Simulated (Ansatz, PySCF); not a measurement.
Molecule: CHO$_{2}$, charge 1, multiplicity 1. It need not be the lowest isomer of its formula. 
Geometry from a B3LYP-D3(BJ)/def2-TZVP (Ansatz, an electronic-structure program) optimisation:
SMILES: C(=O)=[OH+]
```xyz
4

C     -0.0077     0.0047    -0.1102
O      0.0672    -0.0407     1.1055
O      0.0159    -0.0120    -1.2317
H     -0.6186     0.3938     1.6710
```
Charge +1, spin multiplicity 1.

Total electronic energies in hartree. Cores are frozen in the correlated levels unless marked. Spin-orbit coupling is left out. Non-relativistic. CBS marks a two-point X^-3 extrapolation of the correlation energy; Hartree-Fock from the larger set. The bracket is a focal-point correction in the basis named.

| level | program | energy (Eh) |
|---|---|---|
| HF/STO-3G | Ansatz | -185.36287 |
| r2SCANh/def2-TZVPD | Ansatz | -188.77717 |
| MN15/def2-TZVPD | PySCF | -188.69316 |
| LC-wPBE-D3(BJ)/def2-TZVPD | Ansatz + dftd3 | -188.76301 |
| CCSD/STO-3G | Ansatz | -185.56061 |
| CCSD/cc-pVTZ | Ansatz | -188.51762 |
| CCSD/CBS(cc-pVTZ,cc-pVQZ) | Ansatz | -188.5983 |
| RI-MP2/CBS(cc-pVTZ,cc-pVQZ)+[CCSD(T)-MP2]/cc-pVDZ | Ansatz | -188.6303 |
| CCSD(T)/CBS(cc-pVTZ,cc-pVQZ) | Ansatz | -188.6296 |

Totals of different functionals don't rank their quality; only differences between species are comparable.
